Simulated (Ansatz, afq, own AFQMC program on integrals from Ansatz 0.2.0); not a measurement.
Two steps: Ansatz 0.2.0 writes the Fock matrix and Cholesky factors of the valence space, and afq projects on them the lowest state that overlaps trial and start.

```yaml
crystal:
  periodic: [false, false, false]
  atoms:
    - {symbol: Al, position_ang: [0.000000, -0.092411, 2.051179]}
    - {symbol: N, position_ang: [0.000000, -0.310868, -0.664047]}
    - {symbol: H, position_ang: [0.000000, 0.403279, -1.387132]}
basis:
  gaussian: {orbitals: cc-pVDZ}
magnetization: {spin_polarized: false, initial_magnetization: 1}
correlation: {method: ccsd_t, electrons: outside_noble_gas, hamiltonian_folder: ham}
```

```sh
$ ansatz run in.yaml --threads 1 --pin off --events-out ev --progress --plain --max-ram 1382MiB
```

Options of the walk:

```
--method phaseless --trial mp1 --walkers 160 --populations 1 --least-time 40 --time-step 0.04 --steps-per-block 5 --equilibration-blocks 50 --max-blocks 5 --target-error 0.00144 --factor-cut 1e-06 --start spin_pure --seed 3321 --taylor-order 6
```

Times are imaginary, in 1/Eh. The walk had a cap of 90 s.

```
orbitals 31  electrons 5 4  factors 246 of 362
reference energy -296.81475235 Eh
CCSD correlation -0.22262503 Eh in 21 cycles, weight of the determinant in the CISD state 0.8079
energy of the start -297.001560 Eh
 block  time / (1/Eh)  mean weight  energy / Eh
     1     0.200  1.0022  -297.007775
     2     0.400  1.0104  -297.014364
     3     0.600  0.9998  -297.020496
     4     0.800  0.9966  -297.022580
     5     1.000  0.9965  -297.026274
     7     1.400  0.9953  -297.030546
     9     1.800  0.9936  -297.030790
    11     2.200  0.9962  -297.037857
    13     2.600  0.9938  -297.035061
    15     3.000  1.0000  -297.036757
    17     3.400  1.0040  -297.034247
    19     3.800  0.9907  -297.032868
    21     4.200  0.9963  -297.041403
    23     4.600  1.0101  -297.038970
    25     5.000  0.9940  -297.040275
    27     5.400  1.0001  -297.041756
    29     5.800  0.9967  -297.039891
    31     6.200  0.9933  -297.039041
    33     6.600  0.9933  -297.039507
    35     7.000  0.9997  -297.040437
    37     7.400  0.9994  -297.038681
    39     7.800  1.0046  -297.036556
    41     8.200  0.9934  -297.036356
    43     8.600  1.0100  -297.040293
    45     9.000  1.0031  -297.042609
    47     9.400  1.0126  -297.045438
    49     9.800  0.9904  -297.059991
    51    10.200  1.0005  -297.060002
    53    10.600  1.0015  -297.048690
    55    11.000  0.9927  -297.045667
no energy: too few blocks
(rows thinned)
```

The run failed at least one of its tests; the cautions name the faults.

A setting was made bad on purpose (too few blocks), but the run ended before it gave an energy.

Cautions: higher spins were not checked; a spin-contaminated unrestricted determinant lies lower (UHF 882 meV lower, ⟨S²⟩ 1.69); strong correlation (T1 0.062, weight of the determinant 0.81, largest double 0.12); the time-step error isn't removed.

A walk keeps the symmetry of its determinant, which the program's search chose and which needn't be the lowest solution, so a lower state of the same spin and another symmetry isn't excluded.
